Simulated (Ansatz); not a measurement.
# NaC (quartet): from Hartree-Fock to the top rungs at distance C1–Na2 = 6.075 Å, cc-pVTZ

One table from this session's results is given with a row withheld; the runs are named, their logs left out.

The runs use Ansatz 0.2.0, Gaussian basis; cc-pVTZ, core rule «outside noble gas», up to 6 orbitals frozen.

Plan: UHF; CCSD(T) on ROHF; CCSD(T) on UHF; BCCD(T) on ROHF; CCSDT(Q) on ROHF; CCSDT(Q) on UHF; Full CI.

55 further runs of the same task are left out: 42 for a known fault of the program, 10 that didn't finish, 3 set aside as unsound or not needed.

### The system

The geometry derives from a PBE0/def2-TZVP stationary point (not a proven minimum). One bond is set to the value named and the two fragments are kept rigid.

2 atoms, charge 0, spin multiplicity 4.

Atoms are counted from 1 here; the program's logs count them from 0.

No contacts short enough for the rule that draws bonds.

Set-up of the first run:

in.yaml

```yaml
crystal:
  periodic: [false, false, false]
  atoms:
    - {symbol: C, position_ang: [0.000000, 0.000000, 0.000000]}
    - {symbol: Na, position_ang: [0.000000, 0.000000, 6.075000]}
basis:
  gaussian: {orbitals: cc-pVTZ}
magnetization: {spin_polarized: true, initial_magnetization: 3}
hamiltonian: {xc: hf}
output: {orbitals: {seedname: orbitals}}
```

Started as:

```console
ansatz run in.yaml --threads 1 --pin off --events-out ev --progress --plain --max-ram 2393MiB
```

Steps of the session up to this table: UHF; CCSD(T) on ROHF; CCSD(T) on UHF; BCCD(T) on ROHF; CCSDT(Q) on ROHF; CCSDT(Q) on UHF; Full CI.

One of the session's tables, all rows but one given; the rest of the session is left out.

```
   method  from FCI (meV)
     ROHF               ?
      UHF         +2441.5
     RMP2          +622.2
     UMP2          +617.6
    RCCSD           +71.6
    UCCSD           +66.0
 RCCSD(T)           +13.1
 UCCSD(T)           +10.2
  BCCD(T)           +13.2
   RCCSDT            +0.4
   UCCSDT            -2.6
RCCSDT(Q)            -0.6
UCCSDT(Q)            -3.5
      FCI               0
```

Estimate the missing values for ROHF.

**Answer.** from FCI (meV): +2575.2. In the column «from FCI (meV)» it is the highest.

To keep in mind: UCCSDT, UCCSDT(Q) fall below full CI: unrestricted runs freeze a spin-polarised core, another one than full CI's, and coupled cluster isn't variational. Levels on UHF freeze UHF's core orbitals, full CI those of ROHF, so the U rows can settle a little off it for that reason alone. Restricted and unrestricted rows rest on different reference determinants; where their highest levels disagree by more than a few hundredths of an eV, they describe different states and don't form one ladder.
